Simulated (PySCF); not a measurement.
# CH3Cl2: the cost of one run

Programs: PySCF 2.14.0. All values are calculated, for the isolated system unless a continuum is named. Atoms count from 0, parts from 1.

## (1) The system as given

6 atoms, charge -1, multiplicity 1; geometry: GFN2-xTB. Parts: 1 = atoms 0–4, `CCl`, charge 0; 2 = atom 5, `[Cl-]`, charge -1.

## (2) Geometry optimisation at PBE0-D3(BJ)/def2-TZVPD

The job: settings as JSON, then the geometry in Å.

```
{"job": {"xc": "PBE0", "basis": "def2-TZVPD", "d3": "d3bj", "grid": 3, "kind": "geom", "shake": 0.01}, "charge": -1, "multiplicity": 1, "parts": [{"atoms": "0-4", "charge": 0, "multiplicity": 1}, {"atoms": "5-5", "charge": -1, "multiplicity": 1}]}
C     -0.133787    -0.058353    -0.074930
Cl     1.579794     0.050959     0.243963
H     -0.661413    -0.524150     0.746947
H     -0.279088    -0.598058    -0.991307
H     -0.542214     0.966147    -0.207011
Cl    -3.054409    -0.199383    -0.608885
```

On the command line:

```
$ OMP_NUM_THREADS=1 python cluster_run.py task.json out
```

The driver reads the jobs from task.json and runs them one after another.

**Question.** How long does this first job take on 1 thread of Arm Neoverse V1, shared host, and how much memory does it need?

About 46 s, with a peak of 0.59 GiB.
